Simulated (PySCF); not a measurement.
Species: difluoroacetylene, C₂F₂.
Bonds: F1–C2, C2–C3 (triple), C3–F4.

Computed with PySCF at PBE0/def2-SVPD, non-relativistic, on one gas-phase PBE0-D3(BJ)/def2-SVP geometry that isn't relaxed in the solvent. The solvent is an IEF-PCM continuum (Bondi radii, 1.10 Å for H, scaled by 1.2), and excitations are vertical TDDFT with non-equilibrium linear response and a frozen core. Only the electrostatic response of the medium enters.

Gas-phase singlets (H = HOMO, L = LUMO):

| state | E (eV) | λ (nm) | f | leading configurations |
| --- | --- | --- | --- | --- |
| S1 | 7.069 | 175 | 0.050 | H→L 98% |
| S2 | 7.069 | 175 | 0.050 | H-1→L 98% |
| S3 | 7.204 | 172 | 0.000 | H→L+1 98% |
| S4 | 7.204 | 172 | 0.000 | H-1→L+1 98% |
| S5 | 7.928 | 156 | 0.000 | H→L+2 42%, H-1→L+3 42% |

Problem. How does the list change in tetrahydrofuran (ε = 7.426)?

Solution. 
```tsv
state	E (eV)	λ (nm)	f	leading configurations	change by rank (eV)
S1	7.019	177	0.058	H-1→L 97%	-0.050
S2	7.019	177	0.058	H→L 97%	-0.050
S3	7.202	172	0.000	H→L+1 98%	-0.002
S4	7.202	172	0.000	H-1→L+1 98%	-0.002
S5	7.943	156	0.000	H→L+2 49%, H-1→L+3 49%	+0.015
```

Problem. Give the list for methanol (ε = 32.61), n² = 1.77.

Solution. 
```csv
state,E (eV),λ (nm),f,leading configurations,change by rank (eV)
S1,7.027,176,0.057,H-1→L 97%,-0.042
S2,7.027,176,0.057,H→L 97%,-0.042
S3,7.205,172,0.000,H→L+1 98%,+0.001
S4,7.205,172,0.000,H-1→L+1 98%,+0.001
S5,7.946,156,0.000,"H→L+2 49%, H-1→L+3 49%",+0.018
```

Problem. How do the frontier levels move from gas to methanol?

Solution. 
```csv
orbital,gas (eV),solvent (eV),change (eV),"Löwdin shares, gas","Löwdin shares, solvent"
LUMO+2,2.26,2.35,+0.09,"C3 35 %, C2 35 %, F1 15 %, F4 15 %","C2 35 %, C3 35 %, F4 15 %, F1 15 %"
LUMO+1,0.46,0.53,+0.07,"C2 28 %, C3 28 %, F1 22 %, F4 22 %","C3 28 %, C2 28 %, F4 22 %, F1 22 %"
LUMO,0.27,0.33,+0.06,"C3 42 %, C2 42 %, F4 8 %, F1 8 %","C2 42 %, C3 42 %, F1 8 %, F4 8 %"
HOMO,-8.30,-8.24,+0.06,"C3 37 %, C2 37 %, F1 13 %, F4 13 %","C2 37 %, C3 37 %, F4 13 %, F1 13 %"
HOMO-1,-8.30,-8.24,+0.06,"C3 37 %, C2 37 %, F1 13 %, F4 13 %","C2 37 %, C3 37 %, F4 13 %, F1 13 %"
HOMO-2,-14.63,-14.56,+0.07,"F4 44 %, F1 44 %, C3 6 %, C2 6 %","F1 44 %, F4 44 %, C2 6 %, C3 6 %"
HOMO-3,-14.63,-14.56,+0.07,"F4 44 %, F1 44 %, C3 6 %, C2 6 %","F1 44 %, F4 44 %, C2 6 %, C3 6 %"
```

The HOMO–LUMO gap goes from 8.58 to 8.57 eV. Shares within a degenerate set are those of one arbitrary member.

Hardware: one thread of an Arm Neoverse V2, shared host. Cost: 2.0 s. This is the whole response run at PBE0/def2-SVPD in methanol, SCF included.
